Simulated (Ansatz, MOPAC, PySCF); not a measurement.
Potential energy curve for HCl, singlet.

Computed with: RKS-B3LYP/6-311+G** = restricted B3LYP/6-311+G**, spherical d (PySCF); UKS-B3LYP/6-31G* = PySCF with unrestricted B3LYP/6-31G*, spherical d; PM6, restricted, heats of formation (MOPAC); FCI = full CI/def2-SVP, frozen core (Ansatz, an electronic-structure program).

Energies relative to the lowest point of each curve near equilibrium, in mEh; the last columns give the difference from FCI:

```
R / Å  RKS-B3LYP/6-311+G**  UKS-B3LYP/6-31G*    PM6    FCI  RKS-B3LYP/6-311+G** − FCI  UKS-B3LYP/6-31G* − FCI  PM6 − FCI
-----  -------------------  ----------------  -----  -----  -------------------------  ----------------------  ---------
0.96                 118.9             123.9  112.7  122.5                       -3.6                     1.4       -9.9
1.01                  76.2              79.5   76.2   78.2                       -2.0                     1.3       -2.0
1.11                  25.1              26.3   28.2   25.2                       -0.1                     1.1        3.0
1.14                  16.3              17.1   19.1   16.1                        0.2                     1.0        3.0
1.22                   2.9               3.1    4.0    2.6                        0.3                     0.6        1.4
1.26                   0.4               0.5    0.7    0.3                        0.1                     0.2        0.5
1.28                   0.0               0.0    0.0    0.0                        0.0                     0.0        0.0
1.33                   1.0               0.8    0.4    1.4                       -0.4                    -0.6       -1.0
1.36                   2.7               2.4    2.0    3.4                       -0.7                    -0.9       -1.3
1.40                   6.0               5.6    5.5    7.1                       -1.1                    -1.5       -1.6
1.50                  18.0              17.3   19.4   20.1                       -2.2                    -2.9       -0.8
1.58                  29.9              28.8   34.0   32.7                       -2.8                    -3.9        1.3
1.75                  58.1              55.8   69.9   60.9                       -2.8                    -5.1        9.0
1.93                  87.7              84.0  108.2   88.1                       -0.4                    -4.1       20.2
2.13                 117.2             111.4  146.2  112.3                        4.9                    -0.8       33.9
2.32                 141.1             128.8  176.4  128.9                       12.1                    -0.1       47.5
2.62                 170.8             144.1  213.7  144.6                       26.1                    -0.5       69.1
2.81                 185.2             149.4  231.9  149.9                       35.3                    -0.4       82.1
3.08                 201.1             154.0  251.9  153.8                       47.3                     0.2       98.1
3.50                 217.8             157.4  272.8  156.1                       61.7                     1.2      116.7
3.81                 225.8             158.4  283.2  156.7                       69.1                     1.7      126.5
4.50                 235.7             159.1  298.3  157.0                       78.7                     2.1      141.3
5.15                 240.2             159.2  307.6  157.1                       83.1                     2.1      150.6
```

RKS-B3LYP/6-311+G** is furthest from FCI at 5.15 (83.1 mEh, above); its mean absolute difference over the points is 18.9 mEh.

UKS-B3LYP/6-31G* is furthest from FCI at 1.75 (-5.1 mEh, below); its mean absolute difference over the points is 1.5 mEh.

PM6 is furthest from FCI at 5.15 (150.6 mEh, above); its mean absolute difference over the points is 40.0 mEh.

The restricted form behind RKS-B3LYP/6-311+G**, PM6 keeps the bonding electrons paired and can't separate into open-shell fragments. The unrestricted determinant behind UKS-B3LYP/6-31G* is spin-contaminated at 2.13 to 5.15 Å (<S²> up to 1.0, against 0.00 for a pure singlet).
